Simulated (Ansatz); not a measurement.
Input file:

```yaml
crystal:
  periodic: [false, false, false]
  atoms:
    - {symbol: B, position_ang: [0.000000, 0.000000, 0.794931]}
    - {symbol: C, position_ang: [0.000000, 0.000000, -0.728406]}
    - {symbol: H, position_ang: [0.072011, 1.031163, 1.398445]}
    - {symbol: H, position_ang: [-0.072010, -1.031163, 1.398445]}
    - {symbol: H, position_ang: [-0.081830, 0.907428, -1.321721]}
    - {symbol: H, position_ang: [0.081830, -0.907428, -1.321721]}
basis:
  gaussian: {orbitals: cc-pVDZ}
total_charge: 1
magnetization: {spin_polarized: false, initial_magnetization: 2}
correlation: {method: ccsdt_q, electrons: outside_noble_gas}
```

```sh
$ ansatz run in.yaml --threads 1 --pin off --events-out ev --progress --plain --max-ram 2393MiB
```

Output:

```
902 factors; integrals over basis functions are off by at most 1.7e-7 eV
mean field evaluation 1: about -1750.3569 eV, gradient 2.5e1 eV
mean field evaluation 2: about -1750.3572 eV, gradient 2.5e1 eV
mean field evaluation 4: about -1752.2424 eV, gradient 4.3e0 eV
mean field evaluation 8: about -1752.3482 eV, gradient 2.4e-1 eV
mean field evaluation 16: about -1752.3721 eV, gradient 1.4e-2 eV
mean field evaluation 32: about -1752.3488 eV, gradient 4.0e-4 eV
mean field evaluation 64: about -1752.1084 eV, gradient 2.8e0 eV
mean field evaluation 96: about -1751.9164 eV, gradient 5.0e-4 eV
mean field evaluation 128: about -1751.9707 eV, gradient 1.4e-2 eV
mean field evaluation 160: about -1749.0649 eV, gradient 5.4e-1 eV
mean field -1752.37214903 eV, -64.3984886763 hartree, gradient 1.8e-6 eV, S^2 2.000000; 12 other end points of the search recorded, 0 dependent functions left out
mean field evaluation 192: about -1752.5902 eV, gradient 5.6e-1 eV
mean field evaluation 224: about -1752.1252 eV, gradient 1.9e-4 eV
determinant -1752.37214903 eV, -64.3984886763 hartree, with singles and doubles -1758.52477296 eV, -64.6245934353 hartree
determinant -1752.34881605 eV, -64.3976312052 hartree, with singles and doubles -1758.55894293 eV, -64.6258491588 hartree
determinant -1751.97074408 eV, -64.3837373166 hartree, with singles and doubles -1757.93046416 eV, -64.6027529897 hartree
determinant -1751.91643812 eV, -64.3817416094 hartree, with singles and doubles -1758.05861944 eV, -64.6074626095 hartree
determinant -1749.06314789 eV, -64.2768851274 hartree, with singles and doubles -1755.65478273 eV, -64.5191232398 hartree
determinant -1752.37214903 eV, -64.3984886763 hartree, with singles and doubles -1758.55550812 eV, -64.6257229316 hartree
determinant -1752.34881605 eV, -64.3976312052 hartree, with singles and doubles -1758.55983477 eV, -64.6258819333 hartree
determinant -1751.91643812 eV, -64.3817416094 hartree, with singles and doubles -1757.92928768 eV, -64.6027097550 hartree
2 core orbitals not correlated: weight in the atoms' cores, before any rotation towards them, 1.000 or more for the frozen orbitals, at most 0.000 for the correlated occupied ones
reference -1752.34881605 eV, -64.3976312052 hartree; 6, 4 occupied and 40, 42 virtual orbitals, 902 factors
second order -5.12361433 eV of doubles, -0.14152123 eV of singles
cycle   1  -5.93641543 eV  change   -6.7e-1 eV  update   7.4e-2
cycle   2  -6.28667411 eV  change   -3.5e-1 eV  update   3.3e-2
cycle   3  -6.41651208 eV  change   -1.3e-1 eV  update   2.5e-2
cycle   4  -6.40676212 eV  change    9.7e-3 eV  update   1.4e-2
cycle   5  -6.42236327 eV  change   -1.6e-2 eV  update   8.9e-3
cycle   6  -6.42764308 eV  change   -5.3e-3 eV  update   4.4e-3
cycle   7  -6.42599228 eV  change    1.7e-3 eV  update   1.9e-3
cycle   8  -6.42734605 eV  change   -1.4e-3 eV  update   9.1e-4
cycle   9  -6.42743523 eV  change   -8.9e-5 eV  update   3.0e-4
cycle  10  -6.42707629 eV  change    3.6e-4 eV  update   1.3e-4
cycle  11  -6.42719354 eV  change   -1.2e-4 eV  update   5.7e-5
cycle  12  -6.42723710 eV  change   -4.4e-5 eV  update   2.3e-5
cycle  13  -6.42727554 eV  change   -3.8e-5 eV  update   1.2e-5
cycle  14  -6.42728318 eV  change   -7.6e-6 eV  update   4.5e-6
cycle  15  -6.42727996 eV  change    3.2e-6 eV  update   2.3e-6
cycle  16  -6.42727784 eV  change    2.1e-6 eV  update   1.3e-6
cycle  17  -6.42727829 eV  change   -4.5e-7 eV  update   4.9e-7
cycle  18  -6.42727894 eV  change   -6.5e-7 eV  update   2.6e-7
perturbative correction -0.00921799 eV, -0.0003387548 hartree
Total energy: -1758.78531298 eV, -64.6341681045 hartree
```

For the same geometry and basis UCCSDT(Q) lies 2.1 meV lower.

Ran on 1 thread of Intel Xeon, shared host: 50 s wall, 0.74 GiB peak host memory.
